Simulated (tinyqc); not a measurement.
Inside a calculation (part 1 of 2). Method: MP2 on RHF in the sto-6g basis, for NH3, spin multiplicity 1. Computed by tinyqc, a small Python program that keeps every step (integrals from PySCF). Settings: charge = 0, multiplicity = 1, basis = sto-6g, method = RHF, energy threshold = 1e-10, iteration cap = 62, orthogonalisation = symmetric, start = atomic densities, DIIS depth = 6. Command: `OMP_NUM_THREADS=1 python tinyqc.py 24657 24658 out.jsonl` (the two numbers bound the seeds that draw the settings). One thread of a shared host (Intel(R) Xeon(R) Processor @ 2.60GHz), about 0.3 s of CPU time with the checks. The early iterations of the SCF are left out here.

## One-electron integrals

Geometry (angstrom):
```
atom          x          y         z
N      0.000000   0.000000  0.467000
H      0.955000   0.000000  0.000000
H     -0.477000   0.827000  0.000000
H     -0.477000  -0.827000  0.000000
```

Basis sto-6g: exponents (1/bohr^2) and contraction coefficients of normalised primitives:
```
element  l (shell)     exponent  coefficient
N            s (1)  1027.828458     0.009164
N            s (1)   188.451223     0.049361
N            s (1)    52.721861     0.168538
N            s (1)    18.111382     0.370563
N            s (1)     7.033180     0.416492
N            s (1)     2.896652     0.130334
N            s (2)    39.198808    -0.013253
N            s (2)     7.758467    -0.046992
N            s (2)     2.411326    -0.033785
N            s (2)     0.927724     0.250242
N            s (2)     0.402911     0.595117
N            s (2)     0.184684     0.240706
N            p (3)    39.198808     0.003760
N            p (3)     7.758467     0.037679
N            p (3)     2.411326     0.173897
N            p (3)     0.927724     0.418036
N            p (3)     0.402911     0.425860
N            p (3)     0.184684     0.101708
H            s (1)    35.523221     0.009164
H            s (1)     6.513144     0.049361
H            s (1)     1.822143     0.168538
H            s (1)     0.625955     0.370563
H            s (1)     0.243077     0.416492
H            s (1)     0.100112     0.130334
```

Overlap, kinetic and nuclear-attraction integrals over the contracted functions; the nuclear repulsion is the sum of Za Zb / Rab.

nuclear repulsion = 11.41514017 hartree

overlap S, lower triangle:
```
           1N 1s     1N 2s     1N 2px     1N 2py     1N 2pz     2H 1s     3H 1s     4H 1s
1N 1s   1.000000
1N 2s   0.229416  1.000000
1N 2px  0.000000  0.000000   1.000000
1N 2py  0.000000  0.000000   0.000000   1.000000
1N 2pz  0.000000  0.000000   0.000000   0.000000   1.000000
2H 1s   0.053601  0.464758   0.378559   0.000000  -0.185117  1.000000
3H 1s   0.053634  0.464918  -0.189172   0.327978  -0.185206  0.205071  1.000000
4H 1s   0.053634  0.464918  -0.189172  -0.327978  -0.185206  0.205071  0.204964  1.000000
```

kinetic energy T (hartree), lower triangle:
```
            1N 1s     1N 2s     1N 2px     1N 2py     1N 2pz      2H 1s      3H 1s     4H 1s
1N 1s   22.236411
1N 2s   -0.678745  0.632900
1N 2px   0.000000  0.000000   1.901294
1N 2py   0.000000  0.000000   0.000000   1.901294
1N 2pz   0.000000  0.000000   0.000000   0.000000   1.901294
2H 1s   -0.006032  0.102737   0.223824   0.000000  -0.109451   0.768522
3H 1s   -0.006026  0.102836  -0.111899   0.194005  -0.109553  -0.002028   0.768522
4H 1s   -0.006026  0.102836  -0.111899  -0.194005  -0.109553  -0.002028  -0.002047  0.768522
```

nuclear attraction V (hartree), lower triangle:
```
             1N 1s      1N 2s     1N 2px     1N 2py     1N 2pz      2H 1s      3H 1s      4H 1s
1N 1s   -48.167077
1N 2s    -4.989711  -8.293851
1N 2px   -0.000004  -0.000060  -8.318327
1N 2py    0.000000   0.000000   0.000000  -8.318506
1N 2pz    0.020033   0.222115   0.000001   0.000000  -8.243808
2H 1s    -1.328080  -3.174366  -2.348493   0.000000   1.214032  -5.279283
3H 1s    -1.328902  -3.175687   1.173638  -2.034876   1.214701  -1.176986  -5.279981
4H 1s    -1.328902  -3.175687   1.173638   2.034876   1.214701  -1.176986  -1.176550  -5.279981
```

core Hamiltonian H = T + V (hartree), lower triangle:
```
             1N 1s      1N 2s     1N 2px     1N 2py     1N 2pz      2H 1s      3H 1s      4H 1s
1N 1s   -25.930666
1N 2s    -5.668456  -7.660951
1N 2px   -0.000004  -0.000060  -6.417033
1N 2py    0.000000   0.000000   0.000000  -6.417212
1N 2pz    0.020033   0.222115   0.000001   0.000000  -6.342514
2H 1s    -1.334112  -3.071629  -2.124669   0.000000   1.104581  -4.510761
3H 1s    -1.334928  -3.072851   1.061739  -1.840870   1.105148  -1.179014  -4.511458
4H 1s    -1.334928  -3.072851   1.061739   1.840870   1.105148  -1.179014  -1.178597  -4.511458
```

## Two-electron integrals

Functions are numbered as in S; the eight-fold symmetry (ij|kl) = (ji|kl) = (kl|ij) leaves the list below.

Two-electron integrals (ij|kl) in chemists' order, unique and non-zero (hartree):
```
(11|11) 4.168742    (21|11) 0.583648    (21|21) 0.104114    (22|11) 0.968487
(22|21) 0.214450    (22|22) 0.708398    (31|31) 0.022075    (32|31) 0.033611
(32|32) 0.156576    (33|11) 0.968488    (33|21) 0.214450    (33|22) 0.708398
(33|33) 0.763241    (41|41) 0.022075    (42|41) 0.033611    (42|42) 0.156576
(43|43) 0.041133    (44|11) 0.968488    (44|21) 0.214450    (44|22) 0.708398
(44|33) 0.680975    (44|44) 0.763241    (51|51) 0.022075    (52|51) 0.033611
(52|52) 0.156576    (53|53) 0.041133    (54|54) 0.041133    (55|11) 0.968488
(55|21) 0.214450    (55|22) 0.708398    (55|33) 0.680975    (55|44) 0.680975
(55|55) 0.763241    (61|11) 0.145323    (61|21) 0.024851    (61|22) 0.050082
(61|31) 0.001251    (61|32) 0.002445    (61|33) 0.050279    (61|44) 0.049943
(61|51) -0.000612   (61|52) -0.001196   (61|53) -0.000165   (61|55) 0.050023
(61|61) 0.006069    (62|11) 0.344115    (62|21) 0.077203    (62|22) 0.280569
(62|31) 0.006215    (62|32) 0.045090    (62|33) 0.288488    (62|44) 0.274997
(62|51) -0.003039   (62|52) -0.022049   (62|53) -0.006597   (62|55) 0.278223
(62|61) 0.018676    (62|62) 0.140794    (63|11) 0.241675    (63|21) 0.054982
(63|22) 0.212481    (63|31) 0.012324    (63|32) 0.078914    (63|33) 0.230422
(63|44) 0.202331    (63|51) -0.001886   (63|52) -0.015615   (63|53) -0.009280
(63|55) 0.204690    (63|61) 0.013926    (63|62) 0.128142    (63|63) 0.133648
(64|41) 0.008468    (64|42) 0.046983    (64|43) 0.009114    (64|54) -0.004457
(64|64) 0.018786    (65|11) -0.118180   (65|21) -0.026886   (65|22) -0.103904
(65|31) -0.001886   (65|32) -0.015615   (65|33) -0.103765   (65|44) -0.098941
(65|51) 0.009390    (65|52) 0.054618    (65|53) 0.011472    (65|55) -0.109007
(65|61) -0.006810   (65|62) -0.062662   (65|63) -0.056168   (65|65) 0.046252
(66|11) 0.485258    (66|21) 0.110875    (66|22) 0.458376    (66|31) 0.011621
(66|32) 0.113171    (66|33) 0.488877    (66|44) 0.436912    (66|51) -0.005683
(66|52) -0.055341   (66|53) -0.025411   (66|55) 0.449338    (66|61) 0.027189
(66|62) 0.288644    (66|63) 0.294886    (66|65) -0.144201   (66|66) 0.774999
(71|11) 0.145413    (71|21) 0.024866    (71|22) 0.050112    (71|31) -0.000625
(71|32) -0.001222   (71|33) 0.050057    (71|41) 0.001084    (71|42) 0.002119
(71|43) -0.000146   (71|44) 0.050226    (71|51) -0.000612   (71|52) -0.001197
(71|53) 0.000082    (71|54) -0.000143   (71|55) 0.050054    (71|61) 0.005956
(71|62) 0.017904    (71|63) 0.012428    (71|64) 0.000535    (71|65) -0.006530
(71|66) 0.025634    (71|71) 0.006076    (72|11) 0.344267    (72|21) 0.077236
(72|22) 0.280684    (72|31) -0.003106   (72|32) -0.022535   (72|33) 0.278478
(72|41) 0.005386    (72|42) 0.039070    (72|43) -0.005840   (72|44) 0.285235
(72|51) -0.003041   (72|52) -0.022062   (72|53) 0.003298    (72|54) -0.005718
(72|55) 0.278339    (72|61) 0.017901    (72|62) 0.110365    (72|63) 0.077049
(72|64) 0.011999    (72|65) -0.047837   (72|66) 0.183364    (72|71) 0.018695
(72|72) 0.140899    (73|11) -0.120782   (73|21) -0.027478   (73|22) -0.106189
(73|31) 0.009435    (73|32) 0.054977    (73|33) -0.111456   (73|41) -0.001669
(73|42) -0.013822   (73|43) 0.010030    (73|44) -0.104814   (73|51) 0.000943
(73|52) 0.007805    (73|53) -0.005664   (73|54) 0.002089    (73|55) -0.102295
(73|61) -0.005744   (73|62) -0.028093   (73|63) -0.006176   (73|64) -0.002295
(73|65) 0.011880    (73|66) -0.034303   (73|71) -0.006964   (73|72) -0.064061
(73|73) 0.047487    (74|11) 0.209406    (74|21) 0.047640    (74|22) 0.184105
(74|31) -0.001669   (74|32) -0.013822   (74|33) 0.177443    (74|41) 0.011367
(74|42) 0.070969    (74|43) -0.008253   (74|44) 0.197516    (74|51) -0.001634
(74|52) -0.013532   (74|53) 0.002089    (74|54) -0.008080   (74|55) 0.177354
(74|61) 0.011029    (74|62) 0.072726    (74|63) 0.050345    (74|64) 0.021534
(74|65) -0.030877   (74|66) 0.121163    (74|71) 0.012074    (74|72) 0.111066
(74|73) -0.049734   (74|74) 0.105028    (75|11) -0.118250   (75|21) -0.026902
(75|22) -0.103962   (75|31) 0.000943    (75|32) 0.007805    (75|33) -0.100201
(75|41) -0.001634   (75|42) -0.013532   (75|43) 0.002089    (75|44) -0.102617
(75|51) 0.009395    (75|52) 0.054647    (75|53) -0.005734   (75|54) 0.009942
(75|55) -0.109069   (75|61) -0.006530   (75|62) -0.047843   (75|63) -0.032692
(75|64) -0.005135   (75|65) 0.034479    (75|66) -0.085820   (75|71) -0.006818
(75|72) -0.062718   (75|73) 0.028084    (75|74) -0.048691   (75|75) 0.046297
(76|11) 0.121324    (76|21) 0.027437    (76|22) 0.106376    (76|31) 0.000878
(76|32) 0.007246    (76|33) 0.106019    (76|41) 0.001520    (76|42) 0.012540
(76|43) 0.000422    (76|44) 0.106504    (76|51) -0.001717   (76|52) -0.014161
(76|53) -0.001593   (76|54) -0.002758   (76|55) 0.106605    (76|61) 0.006551
(76|62) 0.051562    (76|63) 0.043276    (76|64) 0.005054    (76|65) -0.025442
(76|66) 0.105027    (76|71) 0.006555    (76|72) 0.051579    (76|73) -0.017244
(76|74) 0.040018    (76|75) -0.025453   (76|76) 0.023024    (77|11) 0.485366
(77|21) 0.110899    (77|22) 0.458457    (77|31) -0.005808   (77|32) -0.056553
(77|33) 0.449962    (77|41) 0.010069    (77|42) 0.098049    (77|43) -0.022493
(77|44) 0.475985    (77|51) -0.005686   (77|52) -0.055367   (77|53) 0.012701
(77|54) -0.022021   (77|55) 0.449423    (77|61) 0.025624    (77|62) 0.183320
(77|63) 0.122090    (77|64) 0.030813    (77|65) -0.085793   (77|66) 0.316244
(77|71) 0.027212    (77|72) 0.288769    (77|73) -0.147376   (77|74) 0.255513
(77|75) -0.144286   (77|76) 0.105027    (77|77) 0.774999    (81|11) 0.145413
(81|21) 0.024866    (81|22) 0.050112    (81|31) -0.000625   (81|32) -0.001222
(81|33) 0.050057    (81|41) -0.001084   (81|42) -0.002119   (81|43) 0.000146
(81|44) 0.050226    (81|51) -0.000612   (81|52) -0.001197   (81|53) 0.000082
(81|54) 0.000143    (81|55) 0.050054    (81|61) 0.005956    (81|62) 0.017904
(81|63) 0.012428    (81|64) -0.000535   (81|65) -0.006530   (81|66) 0.025634
(81|71) 0.005960    (81|72) 0.017912    (81|73) -0.006674   (81|74) 0.010500
(81|75) -0.006534   (81|76) 0.006336    (81|77) 0.025638    (81|81) 0.006076
(82|11) 0.344267    (82|21) 0.077236    (82|22) 0.280684    (82|31) -0.003106
(82|32) -0.022535   (82|33) 0.278478    (82|41) -0.005386   (82|42) -0.039070
(82|43) 0.005840    (82|44) 0.285235    (82|51) -0.003041   (82|52) -0.022062
(82|53) 0.003298    (82|54) 0.005718    (82|55) 0.278339    (82|61) 0.017901
(82|62) 0.110365    (82|63) 0.077049    (82|64) -0.011999   (82|65) -0.047837
(82|66) 0.183364    (82|71) 0.017912    (82|72) 0.110395    (82|73) -0.048881
(82|74) 0.060745    (82|75) -0.047856   (82|76) 0.041821    (82|77) 0.183354
(82|81) 0.018695    (82|82) 0.140899    (83|11) -0.120782   (83|21) -0.027478
(83|22) -0.106189   (83|31) 0.009435    (83|32) 0.054977    (83|33) -0.111456
(83|41) 0.001669    (83|42) 0.013822    (83|43) -0.010030   (83|44) -0.104814
(83|51) 0.000943    (83|52) 0.007805    (83|53) -0.005664   (83|54) -0.002089
(83|55) -0.102295   (83|61) -0.005744   (83|62) -0.028093   (83|63) -0.006176
(83|64) 0.002295    (83|65) 0.011880    (83|66) -0.034303   (83|71) -0.006674
(83|72) -0.048881   (83|73) 0.035372    (83|74) -0.026304   (83|75) 0.020779
(83|76) -0.013799   (83|77) -0.087655   (83|81) -0.006964   (83|82) -0.064061
(83|83) 0.047487    (84|11) -0.209406   (84|21) -0.047640   (84|22) -0.184105
(84|31) 0.001669    (84|32) 0.013822    (84|33) -0.177443   (84|41) 0.011367
(84|42) 0.070969    (84|43) -0.008253   (84|44) -0.197516   (84|51) 0.001634
(84|52) 0.013532    (84|53) -0.002089   (84|54) -0.008080   (84|55) -0.177354
(84|61) -0.011029   (84|62) -0.072726   (84|63) -0.050345   (84|64) 0.021534
(84|65) 0.030877    (84|66) -0.121163   (84|71) -0.010500   (84|72) -0.060745
(84|73) 0.026304    (84|74) -0.020081   (84|75) 0.025753    (84|76) -0.023932
(84|77) -0.090344   (84|81) -0.012074   (84|82) -0.111066   (84|83) 0.049734
(84|84) 0.105028    (85|11) -0.118250   (85|21) -0.026902   (85|22) -0.103962
(85|31) 0.000943    (85|32) 0.007805    (85|33) -0.100201   (85|41) 0.001634
(85|42) 0.013532    (85|43) -0.002089   (85|44) -0.102617   (85|51) 0.009395
(85|52) 0.054647    (85|53) -0.005734   (85|54) -0.009942   (85|55) -0.109069
(85|61) -0.006530   (85|62) -0.047843   (85|63) -0.032692   (85|64) 0.005135
(85|65) 0.034479    (85|66) -0.085820   (85|71) -0.006534   (85|72) -0.047856
(85|73) 0.020779    (85|74) -0.025753   (85|75) 0.034491    (85|76) -0.020074
(85|77) -0.085817   (85|81) -0.006818   (85|82) -0.062718   (85|83) 0.028084
(85|84) 0.048691    (85|85) 0.046297    (86|11) 0.121324    (86|21) 0.027437
(86|22) 0.106376    (86|31) 0.000878    (86|32) 0.007246    (86|33) 0.106019
(86|41) -0.001520   (86|42) -0.012540   (86|43) -0.000422   (86|44) 0.106504
(86|51) -0.001717   (86|52) -0.014161   (86|53) -0.001593   (86|54) 0.002758
(86|55) 0.106605    (86|61) 0.006551    (86|62) 0.051562    (86|63) 0.043276
(86|64) -0.005054   (86|65) -0.025442   (86|66) 0.105027    (86|71) 0.006336
(86|72) 0.041821    (86|73) -0.013799   (86|74) 0.023932    (86|75) -0.020074
(86|76) 0.019032    (86|77) 0.070852    (86|81) 0.006555    (86|82) 0.051579
(86|83) -0.017244   (86|84) -0.040018   (86|85) -0.025453   (86|86) 0.023024
(87|11) 0.121289    (87|21) 0.027428    (87|22) 0.106336    (87|31) -0.001753
(87|32) -0.014462   (87|33) 0.106703    (87|44) 0.105738    (87|51) -0.001716
(87|52) -0.014159   (87|53) 0.003181    (87|55) 0.106568    (87|61) 0.006330
(87|62) 0.041793    (87|63) 0.027616    (87|65) -0.020059   (87|66) 0.070825
(87|71) 0.006553    (87|72) 0.051552    (87|73) -0.025985   (87|74) 0.034945
(87|75) -0.025440   (87|76) 0.019023    (87|77) 0.104961    (87|81) 0.006553
(87|82) 0.051552    (87|83) -0.025985   (87|84) -0.034945   (87|85) -0.025440
(87|86) 0.019023    (87|87) 0.022998    (88|11) 0.485366    (88|21) 0.110899
(88|22) 0.458457    (88|31) -0.005808   (88|32) -0.056553   (88|33) 0.449962
(88|41) -0.010069   (88|42) -0.098049   (88|43) 0.022493    (88|44) 0.475985
(88|51) -0.005686   (88|52) -0.055367   (88|53) 0.012701    (88|54) 0.022021
(88|55) 0.449423    (88|61) 0.025624    (88|62) 0.183320    (88|63) 0.122090
(88|64) -0.030813   (88|65) -0.085793   (88|66) 0.316244    (88|71) 0.025638
(88|72) 0.183354    (88|73) -0.087655   (88|74) 0.090344    (88|75) -0.085817
(88|76) 0.070852    (88|77) 0.316182    (88|81) 0.027212    (88|82) 0.288769
(88|83) -0.147376   (88|84) -0.255513   (88|85) -0.144286   (88|86) 0.105027
(88|87) 0.104961    (88|88) 0.774999
```

## Orthogonalisation

S = U s U^T; symmetric (Loewdin) form X = U s^(-1/2) U^T, so that X^T S X = 1.

eigenvalues of S: 0.296503  0.422501  0.422687  0.907192  1.073179  1.372206  1.372535  2.133197

X, lower triangle:
```
            1N 1s      1N 2s     1N 2px     1N 2py    1N 2pz      2H 1s      3H 1s     4H 1s
1N 1s    1.023387
1N 2s   -0.146307   1.347765
1N 2px  -0.000002  -0.000014   1.121971
1N 2py   0.000000   0.000000   0.000000   1.122133
1N 2pz   0.010774  -0.127972   0.000011   0.000000  1.050050
2H 1s    0.019757  -0.291153  -0.272850   0.000000  0.114196   1.218173
3H 1s    0.019762  -0.291355   0.136393  -0.236443  0.114293  -0.051577   1.218351
4H 1s    0.019762  -0.291355   0.136393   0.236443  0.114293  -0.051577  -0.051543  1.218351
```

## Iteration 8 (converged): orbitals

converged F (hartree), lower triangle:
```
             1N 1s      1N 2s     1N 2px     1N 2py     1N 2pz      2H 1s      3H 1s      4H 1s
1N 1s   -15.518095
1N 2s    -3.742284  -1.836502
1N 2px   -0.000002   0.000011  -0.282440
1N 2py    0.000000   0.000000   0.000000  -0.282630
1N 2pz    0.026054   0.117573  -0.000022   0.000000  -0.336479
2H 1s    -0.880860  -0.810412  -0.417178   0.000000   0.245560  -0.492050
3H 1s    -0.881394  -0.810730   0.208455  -0.361386   0.245669  -0.304027  -0.492315
4H 1s    -0.881394  -0.810730   0.208455   0.361386   0.245669  -0.304027  -0.303966  -0.492315
```

Diagonalise F' = X^T F X, C = X C', fill 5 alpha and 5 beta electrons from the bottom; D = 2 C_occ C_occ^T. Each column has its largest component positive (the first on a tie).

F' = X^T F X (hartree), lower triangle:
```
            1          2          3          4          5          6          7         8
1  -15.264750
2   -1.913094  -0.778367
3   -0.000018   0.000007   0.006478
4    0.000000   0.000000   0.000000   0.006590
5    0.042349  -0.112673  -0.000007   0.000000  -0.225227
6   -0.145366  -0.434110  -0.489238   0.000000   0.208992   0.029148
7   -0.145531  -0.434359   0.244527  -0.423838   0.209142  -0.069491   0.029225
8   -0.145531  -0.434359   0.244527   0.423838   0.209142  -0.069491  -0.069474  0.029225
```

orbital energies (hartree): MO1 -15.521037, MO2 -1.079944, MO3 -0.548520, MO4 -0.548313, MO5 -0.366693, MO6 0.589560, MO7 0.653461, MO8 0.653809

coefficients C:
```
              MO1        MO2        MO3        MO4        MO5        MO6        MO7        MO8
1N 1s    0.996229  -0.208680   0.000000   0.000008  -0.093663  -0.158812   0.000191   0.000000
1N 2s    0.018765   0.750452   0.000000  -0.000007   0.503251   1.136664  -0.001487   0.000000
1N 2px   0.000000  -0.000009   0.000000   0.596189  -0.000040   0.001282   1.007487   0.000000
1N 2py   0.000000   0.000000   0.596095   0.000000   0.000000   0.000000   0.000000   1.007802
1N 2pz  -0.003895  -0.140215   0.000000   0.000070   0.851229  -0.643426   0.000854   0.000000
2H 1s   -0.003928   0.156561   0.000000   0.504335  -0.154600  -0.682299  -0.945304   0.000000
3H 1s   -0.003930   0.156645   0.436665  -0.252067  -0.154647  -0.681016   0.473851  -0.819478
4H 1s   -0.003930   0.156645  -0.436665  -0.252067  -0.154647  -0.681016   0.473851   0.819478
```

D after iteration 8, lower triangle:
```
            1N 1s      1N 2s     1N 2px     1N 2py     1N 2pz      2H 1s      3H 1s     4H 1s
1N 1s    2.089585
1N 2s   -0.370094   1.633584
1N 2px   0.000020  -0.000061   0.710883
1N 2py   0.000000   0.000000   0.000000   0.710658
1N 2pz  -0.108698   0.646167   0.000019   0.000000   1.488532
2H 1s   -0.044200   0.079223   0.601367   0.000000  -0.307003   0.605563
3H 1s   -0.044242   0.079312  -0.300549   0.520587  -0.307214  -0.157355   0.605365
4H 1s   -0.044242   0.079312  -0.300549  -0.520587  -0.307214  -0.157355  -0.157340  0.605365
```

## Convergence

Stop when the energy changes by less than 1e-10 hartree and every element of the error matrix X^T (F D S - S D F) X is below 3e-06.

Course of the cycle:
```
iteration   E (hartree)     change  largest element of the error matrix
1          -56.00787638          -                             1.07e+00
2          -55.97098851   3.69e-02                             1.11e-01
3          -55.98519100  -1.42e-02                             1.91e-02
4          -55.98600735  -8.16e-04                             5.47e-03
5          -55.98611891  -1.12e-04                             1.28e-03
6          -55.98612210  -3.19e-06                             4.88e-05
7          -55.98612211  -4.82e-09                             4.31e-07
8          -55.98612211  -3.55e-13                             1.97e-08
```

PySCF RHF in the same basis = -55.98612211 hartree

Converged in 8 iterations.
